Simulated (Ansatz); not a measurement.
**Relative stability**

The two ends of one reaction step of Si2H6O, closed shell (PBE0-D4/def2-TZVP).

A:

| atom | x (Å) | y (Å) | z (Å) |
| --- | --- | --- | --- |
| Si1 | -0.4112 | -0.7831 | 0.1937 |
| O2 | 0.9606 | -1.4850 | 0.7940 |
| H3 | -0.9544 | -1.5597 | -0.9596 |
| H4 | -1.4904 | -0.7390 | 1.2240 |
| Si5 | 0.1658 | 1.3806 | -0.4780 |
| H6 | 0.8958 | -2.3858 | 1.1144 |
| H7 | -1.0467 | 2.0516 | -1.0227 |
| H8 | 0.6728 | 2.1745 | 0.6728 |
| H9 | 1.2076 | 1.3459 | -1.5387 |

B:

```csv
atom,x (Å),y (Å),z (Å)
Si1,-1.1737,-0.7674,-0.6650
O2,0.4989,-1.6623,0.1416
H3,0.2819,-2.4785,0.6055
H4,-1.6737,-0.5162,0.7607
Si5,0.0397,1.2737,-0.4798
H6,0.9294,-1.0588,0.7650
H7,-0.7953,2.4340,-0.0555
H8,1.0750,1.0721,0.6049
H9,0.8177,1.7035,-1.6775
```

Ansatz 0.2.0; basis: def2-TZVPP; cores frozen in the correlated methods. B3LYP uses VWN-RPA correlation.

**Question.** Which structure is lower at CCSD(T), and by how much? (Judge from chemistry; the value comes from the calculation.)

**Answer.** The calculation gives: A, by 2.391 eV (electronic energy, against the other). By their contacts, A is Si₂H₆O ([OH][SiH2][SiH3]) and B is Si₂H₆O ([OH2][SiH][SiH3]).

All methods give the same order:

```csv
method,E(B) − E(A) (eV)
SPW92,2.137
PBE-D4,2.181
BLYP-D4,2.258
r2SCAN-D4,2.446
B97M-V,2.301
PBE0-D4,2.319
B3LYP-D4,2.373
r2SCAN0-D4,2.485
BHLYP-D4,2.527
CAM-B3LYP-D4,2.469
wB97X-V,2.485
wB97M-V,2.286
B2PLYP,2.459
PBE-QIDH,2.479
RPA on PBE,2.335
HF,2.738
MP2,2.514
CCSD,2.439
CCSD(T),2.391
```

T1 diagnostic: at most 0.014.

Labels in which every atom is bracketed show which atoms are joined, not bond orders.

For scale, one of the runs: CCSD(T)/def2-TZVPP, 199 basis functions, launched by `ansatz run in.yaml --threads 2 --pin off --events-out ev --progress --plain --max-ram 4352MiB`. Hardware: 2 CPU threads of an Intel Xeon 6975P-C, shared host. Wall time 18 s; peak host memory 2.4 GiB.
